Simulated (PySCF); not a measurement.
Compound: CH5P.
Atom-mapped SMILES: `[CH2:1]=[PH3:2]` (hydrogens: H3, H4 on C1; H5, H6, H7 on P2)

Method used: EOM-IP-CCSD/aug-cc-pVDZ in PySCF, restricted Hartree–Fock reference, 6 core orbitals frozen, non-relativistic, gas phase, PBE0-D3(BJ)/def2-SVP geometry.

Hartree–Fock orbital energies give these Koopmans values (eV): HOMO 7.84, HOMO-1 13.99, HOMO-2 14.28, HOMO-3 15.21, HOMO-4 16.34.

**Question.** What vertical ionisation energies does EOM-IP-CCSD give?

**Answer.** 
```
leading hole (HF orbital)  Koopmans (eV)  EOM-IP-CCSD (eV)  change (eV)  one-hole share
                     HOMO           7.84              7.46        -0.38            0.95
                   HOMO-1          13.99             13.11        -0.88            0.95
                   HOMO-2          14.28             13.42        -0.86            0.95
                   HOMO-3          15.21             14.08        -1.13            0.90
                   HOMO-4          16.34             15.36        -0.98            0.94
```

**Question.** Does the order of the lines follow the orbital energies?

**Answer.** Yes, no two lines change places. The corrections run from -1.13 to -0.38 eV, with a mean of -0.85 eV over the 5 lines; no line lies above its Koopmans value. Koopmans values leave out both the relaxation of the orbitals and the change in correlation energy.

**Question.** At what kinetic energies would He I light (21.22 eV) eject these electrons?

**Answer.** 13.76 eV (HOMO), 8.11 eV (HOMO-1), 7.80 eV (HOMO-2), 7.14 eV (HOMO-3), 5.86 eV (HOMO-4).

One root was sought for each valence orbital with −ε under 21 eV, eight at most, so deeper holes and satellites are missing; no vibrational structure.
